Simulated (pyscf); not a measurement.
This saddle point was located with ωB97X-D3(BJ)/def2-SVP in PySCF.

```xyz
7

N      0.2803    -0.0918    -1.4936
F      1.5121     0.4058    -1.5915
Si     0.3673    -0.2187     1.5401
H      0.1721    -0.2013    -0.2539
H      1.5413    -1.0840     1.8547
H      0.6224     1.1850     1.9767
H     -0.8686    -0.7537     2.1826
```
Charge 0, spin multiplicity 3.

Surface: triplet, charge 0. Lowest wavenumbers (cm⁻¹): 1675i, 49, 89, 247, 352.

Task: Name the species on either side of this saddle.

Result: :N–F (SMILES [N]F) [triplet] + SiH₄ (SMILES [SiH4]) ⇌ •HN–F (SMILES [NH]F) + SiH₃• (SMILES [SiH3]), a hydrogen abstraction read from left to right: H–Si broken and H–N formed. At CCSD(T)/def2-TZVPP + ΔMP2(QZVPP) it lies +1.04 eV from the left side (each side as separated species at their lowest minima found). •HN–F + SiH₃• also meet on a surface of lower spin, which isn't treated here. This is the saddle that the search found; another between the same sides may lie lower. The angle at the transferred H is 168°. The CCSD(T) − MP2 part came from Ansatz, without density fitting, on the same reference.
